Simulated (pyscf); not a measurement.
This saddle point was located with ωB97X-D3(BJ)/def2-SVP in PySCF.

```
Ti
F 1 2.0532
H 2 1.1032 1 68.34
H 3 1.0769 2 145.81 1 0.00
Cl 1 2.1491 4 121.15 3 -79.13
Cl 1 2.1492 4 121.19 3 79.17
Cl 1 2.1597 4 81.85 3 -179.97
```
Charge 0, spin multiplicity 1.

Surface: singlet, charge 0. Lowest wavenumbers (cm⁻¹): 790i, 105, 110, 144, 159.

Q: What reaction is this the transition state of?

A: Cl–TiH(Cl)–Cl + HF <-> F–Ti(Cl)(Cl)–Cl + H₂, a four-centre exchange read from left to right: H–Ti, F–H broken and F–Ti, H–H formed. At ωB97M-D3(BJ)/def2-TZVP it lies +2.2 kcal/mol from the left side and +43.3 kcal/mol from the right (each side as separated species at their lowest minima found). On the reactant side the descent ends in an adduct with a F–Ti contact, 3.8 kcal/mol under the separated species and 4.2 kcal/mol under the saddle at ωB97X-D3(BJ)/def2-TZVP. What is counted as formed (F–Ti) is already present as a longer contact in the reactant adduct; forming that adduct is a step of its own. At the saddle there is also a short H–Ti contact that neither side keeps. One saddle was located; it need not be the lowest between these sides.
